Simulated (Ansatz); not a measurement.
C₃H₁₀N₂ (`CCNCN`) from Hartree–Fock to CCSD(T)

```xyz
15

C     1.557   -1.109   -0.525
C     1.186   -0.127    0.581
N    -0.229    0.060    0.824
C    -0.979    0.625   -0.268
N    -2.335    0.835    0.186
H     1.187   -0.783   -1.499
H     1.141   -2.100   -0.322
H     2.643   -1.213   -0.602
H     1.617    0.855    0.356
H     1.642   -0.451    1.521
H    -0.672   -0.803    1.118
H    -0.449    1.544   -0.574
H    -1.035   -0.018   -1.162
H    -2.348    1.517    0.933
H    -2.925    1.167   -0.565
```

Total charge 0; spin multiplicity 1. The structure was optimised at the PBE0-D4/def2-TZVP level. It is one conformer, not always the lowest. Frozen core, restricted reference, Ansatz 0.2.0. CBS rows extrapolate triple and quadruple zeta; past MP2 they add the triple-zeta difference.

```csv
basis,HF (Eh),MP2 corr.
def2-TZVPP,-228.39989,-0.95836
def2-QZVPP,-228.41130,-1.02194
```

Q: Estimate the CCSD correlation energy and the (T) correction in each basis where they were run (hartree).

A: 
```tsv
basis	CCSD corr.	(T)
def2-TZVPP	-1.00654	-0.03874
CBS(def2)	-1.11722	as TZ
```
